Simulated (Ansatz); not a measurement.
Two isomers of C3H3NO: A = `C=C(O)C#N`, B = `NC=C=C=O`.

Gas-phase electronic energies from Ansatz, PBE0-D4/def2-TZVP geometries. CCSD(T)/CBS adds triple-zeta CCSD(T) − MP2 to the extrapolated MP2 energy (def2 sets, frozen cores). DFT in def2-TZVPP. B3LYP here is the variant with VWN-RPA as its local correlation; programs differ in this. One conformer a species, not always the lowest.

A:

```xyz
8

C     0.304   -1.134    0.492
C     0.143    0.049   -0.092
O     1.110    0.624   -0.849
C    -1.074    0.793    0.046
N    -2.030    1.430    0.125
H    -0.492   -1.555    1.086
H     1.231   -1.680    0.375
H     0.808    1.473   -1.183
```

B:

Z-matrix (Å, degrees):
```
N
C 1 1.338
H 1 1.006 2 119.5
H 1 1.003 2 121.5 3 180.0
C 2 1.344 1 124.1 3 0.0
H 2 1.092 1 113.1 3 180.0
C 5 1.284 2 138.6 1 -180.0
O 7 1.167 5 171.8 2 -180.0
```

Question: Which isomer does CCSD(T)/CBS put lower? Give the gap. (An estimate is asked.)

Answer: Ansatz gave: A, by 53.2 kJ/mol.

Question: Give E(B) − E(A) in kJ/mol with LDA (SPW92), PBE0-D4, CCSD/def2-TZVPP, B3LYP-D4, r2SCAN-D4, PBE-D4, B2PLYP. (Estimate.)

Answer: Computed: LDA (SPW92) -17.3, PBE0-D4 12.9, CCSD/def2-TZVPP 68.0, B3LYP-D4 17.1, r2SCAN-D4 1.7, PBE-D4 -3.9, B2PLYP 27.8. The order is the other way round with LDA (SPW92), PBE-D4.

Question: Does the order hold for the free energy at 298.15 K (harmonic terms from PBE0-D4)? (Best estimate.)

Answer: Ansatz gave: Yes: G(B) − G(A) = +56.1 kJ/mol, for one conformer each.

Largest T1 diagnostic: 0.019.

Leaving LDA and LC-ωPBE aside and taking each functional with its dispersion term where it has one, the values, not all of them listed here, spread over 43.5 kJ/mol, from PBE-D4 to ωB97X-V. LDA lies −12.4 kJ/mol from PBE without D4. From PBE to PBE0 (25 % exact exchange), in def2-TZVPP and without D4, E(B) − E(A) moves by +17.0 kJ/mol.
